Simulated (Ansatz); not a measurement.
Ruthenium, hcp: convergence with cold smearing

Computed with Ansatz, LDA, scalar-relativistic PAW, on the relaxed cell (a = 2.678 Å, c = 4.218 Å (c/a = 1.575); spin not included). Errors count from a run at 420 eV on a Γ-centred 22×22×12 mesh with Fermi-Dirac smearing of 0.1 eV, extrapolated to zero width. Fixed here: cutoff 420 eV, mesh 13×13×8. The SCF starts from atomic densities corrected by a trained network.

```json
{"width (eV)": "0.01", "E(σ→0) error (meV/atom)": "1.8", "F error (meV/atom)": "1.8", "P (GPa)": "-0.23", "SCF iterations": "6"}
{"width (eV)": "0.03", "E(σ→0) error (meV/atom)": "1.8", "F error (meV/atom)": "1.8", "P (GPa)": "-0.23", "SCF iterations": "6"}
{"width (eV)": "0.1", "E(σ→0) error (meV/atom)": "1.9", "F error (meV/atom)": "1.9", "P (GPa)": "-0.24", "SCF iterations": "5"}
{"width (eV)": "0.2", "E(σ→0) error (meV/atom)": "1.9", "F error (meV/atom)": "1.6", "P (GPa)": "-0.24", "SCF iterations": "5"}
{"width (eV)": "0.3", "E(σ→0) error (meV/atom)": "1.4", "F error (meV/atom)": "1.3", "P (GPa)": "-0.24", "SCF iterations": "5"}
{"width (eV)": "0.6", "E(σ→0) error (meV/atom)": "-0.2", "F error (meV/atom)": "4.6", "P (GPa)": "-0.40", "SCF iterations": "5"}
```

Task: What does the run at 1.0 give (width)?

Result: E(σ→0) error (meV/atom): -4.4; F error (meV/atom): 28.7; P (GPa): -1.30; SCF iterations: 5.
